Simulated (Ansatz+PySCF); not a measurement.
Values are calculated unless marked as measured or tabulated.
**isobutene → cyclobutane**

isobutene (charge 0, multiplicity 1):
```yaml
atoms:
  - { symbol: C, position_ang: [0.0000, 0.0000, -1.4592] }
  - { symbol: C, position_ang: [0.0000, 0.0000, -0.1210] }
  - { symbol: C, position_ang: [0.0000, 1.2706, 0.6772] }
  - { symbol: C, position_ang: [0.0000, -1.2706, 0.6772] }
  - { symbol: H, position_ang: [0.0000, -0.9333, -2.0296] }
  - { symbol: H, position_ang: [0.0000, 0.9333, -2.0296] }
  - { symbol: H, position_ang: [0.0000, 2.1616, 0.0339] }
  - { symbol: H, position_ang: [-0.8834, 1.3209, 1.3367] }
  - { symbol: H, position_ang: [0.8834, 1.3209, 1.3367] }
  - { symbol: H, position_ang: [0.0000, -2.1616, 0.0339] }
  - { symbol: H, position_ang: [0.8834, -1.3209, 1.3367] }
  - { symbol: H, position_ang: [-0.8834, -1.3209, 1.3367] }
```

cyclobutane (charge 0, multiplicity 1):
```xyz
12

C     1.0752    0.0000    0.1274
C     0.0000    1.0752   -0.1274
C    -1.0752    0.0000    0.1274
C     0.0000   -1.0752   -0.1274
H     1.4044    0.0000    1.1786
H     1.9711    0.0000   -0.5125
H     0.0000    1.4044   -1.1786
H     0.0000    1.9711    0.5125
H    -1.9711    0.0000   -0.5125
H    -1.4044    0.0000    1.1786
H     0.0000   -1.9711    0.5125
H     0.0000   -1.4044   -1.1786
```

Shapes relaxed with PBE0/def2-SVP. Single points in def2-SVP with Ansatz (development build ahead of 0.2.0), no zero-point energy. Correlated methods freeze no orbital on H to Be, one on B to Mg, five on Al to Zn, nine on Ga to Sr.

```tsv
method	reaction energy
MP2 (restricted)	27.1 kJ/mol
PBE (restricted)	23.9 kJ/mol
PBE0 (restricted)	16.6 kJ/mol
r2SCAN (restricted)	30.7 kJ/mol
wB97X (restricted)	16.7 kJ/mol
```

Question: What does HF (restricted) give?

Answer: 42.1 kJ/mol.
